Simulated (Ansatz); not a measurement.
I need vertical and adiabatic energies of changing the electron count of H2OSi, SMILES O[SiH]. Use Ansatz 0.2.0, Python API. Level of theory (for the species named): r2SCAN, def2-TZVP basis, multiplicity 1.

```
atom    x (Å)    y (Å)    z (Å)
   O   0.1394  -0.8436   0.2881
  Si   0.1170   0.8056  -0.1355
   H   0.7671  -1.1322   0.8346
   H  -0.9681   1.1100  -1.0075
```

`adiabatic_h2osi.py`
```python
import itertools
import logging
import sys
import warnings

import ansatz as az
from ase import Atoms
from ase.data import atomic_numbers, covalent_radii
import numpy as np

logging.basicConfig(stream=sys.stdout, format="%(levelname)s %(message)s")
log = logging.getLogger("calc")
log.setLevel(logging.INFO)

warnings.simplefilter("ignore", az.DeckWarning)

atoms = Atoms(["O", "Si", "H", "H"], positions=[
    (0.1394, -0.8436, 0.2881),
    (0.117, 0.8056, -0.1355),
    (0.7671, -1.1322, 0.8346),
    (-0.9681, 1.11, -1.0075),
])
system = az.Crystal.molecule_from_ase(atoms)

calc = system.calculation()
calc = calc.basis(gaussian="def2-TZVP").functional("r2scan")
symbols = [site.symbol for site in system.cartesian_sites]
start = np.array([site.position_ang for site in system.cartesian_sites], dtype=float)
r = calc.relax(force_tolerance=0.01, max_steps=100).run(threads=1).report
end = np.array(r["positions_ang"])

minimum = az.Crystal.molecule()
for symbol, place in zip(symbols, end):
    minimum = minimum.atom(symbol, place.tolist())
ion = (
    minimum.calculation()
    .basis(gaussian="def2-TZVP")
    .functional("r2scan")
    .charge(1)
    .spin("collinear", total=1)
)
vertical = ion.run(threads=1).report
settled = ion.relax(force_tolerance=0.01, max_steps=80).run(threads=1).report
log.info(f"vertical ionisation energy   {vertical['free_energy_ev'] - r['free_energy_ev']:.3f} eV")
log.info(f"adiabatic, no zero point     {settled['free_energy_ev'] - r['free_energy_ev']:.3f} eV")
log.info(f"relaxation energy of the ion {vertical['free_energy_ev'] - settled['free_energy_ev']:.3f} eV")
ionised = np.array(settled["positions_ang"])
radius = [covalent_radii[atomic_numbers[s]] for s in symbols]
span = lambda where, i, j: np.linalg.norm(where[i] - where[j])
bonded = [(i, j) for i, j in itertools.combinations(range(len(symbols)), 2) if min(span(end, i, j), span(ionised, i, j)) < 1.2 * (radius[i] + radius[j])]
log.info("pair        before    after (A)")
for i, j in bonded:
    print(f"{symbols[i]}{i}-{symbols[j]}{j}".ljust(10), f"{span(end, i, j):8.4f} {span(ionised, i, j):8.4f}")
```

```console
$ python adiabatic_h2osi.py
INFO vertical ionisation energy   8.823 eV
INFO adiabatic, no zero point     8.471 eV
INFO relaxation energy of the ion 0.352 eV
INFO pair        before    after (A)
O0-Si1       1.6617   1.5714
O0-H2        0.9641   0.9691
Si1-H3       1.5325   1.5038
```

The energies are electronic: no zero-point or thermal terms, and the basis set is short of its limit. The product may relax into another structure. Each relaxation finds its nearest minimum, which needn't be the lowest. The whole script took 36 s on 1 thread of Arm Neoverse V2, on a shared host, peak memory 0.22 GiB.
